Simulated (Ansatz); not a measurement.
Relaxation of CH$_{6}$BCl (9 atoms, charge 0, multiplicity 1), to a largest force component of 0.03 eV/Å in at most 50 steps.

All numbers below come from Ansatz, RKS PBE/def2-TZVP.

```xyz
9
Properties=species:S:1:pos:R:3:forces:R:3
B -0.850 -0.320 -0.451 0.28 0.04 0.44
Cl 1.448 1.362 -1.818 -0.04 -0.19 0.50
H -0.755 -1.264 -1.190 0.01 0.02 -0.01
H -1.677 0.523 -0.673 0.00 0.00 -0.01
H 1.418 0.927 -0.580 0.05 0.21 -0.52
C -0.005 -0.275 0.889 -0.32 -0.06 -0.37
H 0.123 0.714 1.353 -0.01 0.01 -0.01
H 0.947 -0.825 0.872 0.02 -0.02 0.01
H -0.649 -0.843 1.597 0.02 0.00 -0.01
```

Problem. Where does it end, and by what steps?

Solution. The run converged. After 10 steps the energy has fallen by 0.061 eV; H5 moved furthest, 0.59 Å.

| step | energy less start (eV) | largest force component (eV/Å) | accepted |
| --- | --- | --- | --- |
| 0 | 0.0000 | 0.523 | yes |
| 1 | 0.0046 | 1.200 | no |
| 2 | -0.0139 | 0.577 | yes |
| 3 | -0.0227 | 0.556 | yes |
| 4 | -0.0234 | 0.959 | yes |
| 5 | -0.0407 | 0.598 | yes |
| 6 | -0.0541 | 0.056 | yes |
| 7 | -0.0580 | 0.056 | yes |
| 8 | -0.0599 | 0.098 | yes |
| 9 | -0.0606 | 0.061 | yes |
| 10 | -0.0609 | 0.015 | yes |

```xyz
9
Properties=species:S:1:pos:R:3
B -0.751 -0.261 -0.457
Cl 1.065 1.106 -1.814
H -0.652 -1.184 -1.224
H -1.584 0.579 -0.685
H 1.845 1.269 -0.797
C -0.067 -0.332 0.951
H 0.058 0.633 1.464
H 0.873 -0.902 0.989
H -0.786 -0.907 1.572
```

Whether the end is a true minimum wasn't checked by a vibrational analysis.

Time of the run: 19 s on 4 threads of Arm Neoverse N1, with other jobs on the host, peak memory 0.21 GiB.
